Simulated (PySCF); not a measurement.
Compound: C₆H₄.
Atom-mapped SMILES: `[CH:1]#[C:2][C:3]1=[CH:4][C:5]1=[CH2:6]` (hydrogens: H7 on C1; H8 on C4; H9, H10 on C6)

Computed by this run: PBE0-D3(BJ)/def2-SVP geometry optimisation, gas phase in PySCF 2.14.0; density fitting, grid level 1; the optimiser is geomeTRIC in internal coordinates, started from a GFN2-xTB structure with every atom displaced at random (about 0.01 Å).

Step 0: E = -6269.6728 eV
```
atom  x, y, z in Å  |  force x, y, z in eV/Å
C1      2.8526   -0.0336   -0.5598   -3.651   0.875   0.600
C2      1.6669    0.2445   -0.3615    2.368  -0.595  -0.415
C3      0.3213    0.4839   -0.1294    1.273  -1.222  -0.044
C4     -0.6586    1.3282   -0.0106   -1.868  -0.017   0.240
C5     -0.9807   -0.0723    0.1896    1.153   2.003  -0.391
C6     -1.7691   -1.0742    0.4619   -0.709  -0.979   0.289
H7      3.8548   -0.2121   -0.7435    1.783  -0.377  -0.303
H8     -1.0251    2.3352   -0.0524   -0.063   0.622  -0.019
H9     -1.3938   -2.0824    0.5202    0.260  -0.502  -0.044
H10    -2.8181   -0.9381    0.6645   -0.545   0.190   0.087
```

**Question.** Estimate the geometry and energy of step 1. (The exact step hangs on the optimiser's Hessian estimate; all steps are aligned on step 0, rigid shifts and turns removed.)

**Answer.** E = -6269.7879 eV, largest force 0.619 eV/Å
```
atom  x, y, z in Å  |  force x, y, z in eV/Å
C1      2.8888    0.0843   -0.5857    0.483  -0.385  -0.030
C2      1.7011    0.1448   -0.3494   -0.283   0.398  -0.056
C3      0.3451    0.3761   -0.1170   -0.123   0.156   0.104
C4     -0.6393    1.2719   -0.0090    0.054  -0.258  -0.111
C5     -0.9910   -0.0969    0.1971    0.075   0.045   0.039
C6     -1.8448   -1.0756    0.4794   -0.077  -0.082   0.045
H7      3.9401   -0.0657   -0.7787   -0.165   0.086   0.023
H8     -0.9429    2.3140   -0.0702    0.033   0.055   0.023
H9     -1.5092   -2.1100    0.5426    0.037  -0.061  -0.036
H10    -2.8973   -0.8639    0.6700   -0.034   0.047  -0.001
```

The energy changes by -0.1151 eV. The first-order estimate −F·Δx gives -0.3441 eV and the mean of the old and new forces, exact on a quadratic surface, -0.1353 eV. The step makes an angle of 81° with the force vector and moves no atom by more than 0.173 Å.

The cost below is that of the whole optimisation. Hardware: an Intel Xeon Platinum 8488C with one thread, shared host with 192 logical CPUs at a one-minute load of 15. Cost: 18 s wall, 0.41 GiB resident at most.
